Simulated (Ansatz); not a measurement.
**Loss of H2: C4H8 → C4H6 + H2**

Species: C4H8 (trans-2-butene) `C/C=C/C`, singlet; C4H6 (2-butyne) `CC#CC`, singlet; H2 (hydrogen), singlet. 

Shapes, held fixed at every level: PBE0-D4/def2-TZVP. Programs: Ansatz 0.2.0. The zero-point and thermal change to 298 K, harmonic and unscaled (PBE0-D4/def2-TZVP), is -26.4 kJ/mol.

Problem. Estimate ΔH(298 K) of this reaction.

Solution. The highest level, CCSD(T)/CBS estimate, gives ΔH(298 K) = +160.3 kJ/mol; the levels span +152.1 to +176.3. The column of differences is taken from that level and isn't an error. No measured value is set beside it here. The CBS estimate extrapolates MP2 from def2-TZVPP and def2-QZVPP and adds CCSD(T) − MP2 in the triple-zeta set, cores frozen; for H2 it overshoots the exact energy by about 1 mEh.

```
                level                   kind  ΔH(298 K) (kJ/mol)  less CCSD(T)/CBS estimate
          HF/def2-SVP           Hartree–Fock              +166.9                       +6.6
    PBE-D4/def2-TZVPP                    GGA              +165.3                       +5.0
 r2SCAN-D4/def2-TZVPP               meta-GGA              +167.2                       +6.9
r2SCAN0-D4/def2-TZVPP          global hybrid              +176.3                      +16.0
    B2PLYP/def2-TZVPP          double hybrid              +152.1                       -8.2
         MP2/def2-SVP    perturbation theory              +159.6                       -0.7
   CCSD(T)/def2-TZVPP  coupled cluster or CI              +161.1                       +0.8
 CCSD(T)/CBS estimate  coupled cluster or CI              +160.3                        0.0
```
